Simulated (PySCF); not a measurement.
Bonds broken one at a time in the series Al Cl-H. Isolated molecules, 0 K electronic values unless said otherwise. Strings in code marks are SMILES.

Level of theory: PySCF 2.14.0 with TPSSh-D3(BJ)/def2-TZVP. 

| species | dipole moment (D) |
|---|---|
| whole molecule (`[Cl][Al]([Cl])[Cl]`) | 0.00 |
| radical fragment (`[Cl]`) | 0.00 |
| radical fragment (`[Cl][Al][Cl]`) | 1.45 |
| whole molecule (`[Cl][AlH][Cl]`) | [?] |
| whole molecule (`[AlH2][Cl]`) | 1.22 |
| whole molecule (`[AlH3]`) | 0.00 |

Q: What belongs in the gaps?

A: 
- whole molecule (`[Cl][AlH][Cl]`), dipole moment (D): 1.00
